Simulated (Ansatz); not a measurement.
System: litharge SnO. Method: G0W0@HSE06 (plane waves, hard PAW, contour deformation, complete-basis limit; Ansatz, an electronic-structure program).

Settings: largest k mesh 4×4×4 (not extrapolated in the mesh).

Cell (measured lattice):

```
SnO
1.0
    3.80100     0.00000     0.00000
    0.00000     3.80100     0.00000
    0.00000     0.00000     4.83500
Sn O
2 2
Direct
  0.50000   0.00000   0.76310
  0.00000   0.50000   0.23690
  0.50000   0.50000   0.00000
  0.00000   0.00000   0.00000
```

Problem. Give the computed band gap.

Solution. 
- band gap: 0.91 eV

Note: filled d or f shells below the valence bands can shift G0W0 gaps through exchange with them, which wasn't tested here; GW on a hybrid start was not checked against another program; cell and atoms aren't relaxed at this level; the gap holds a correction of +0.37 eV to the complete basis.

Spin–orbit coupling is not included.

The result took roughly 9 core-hours.
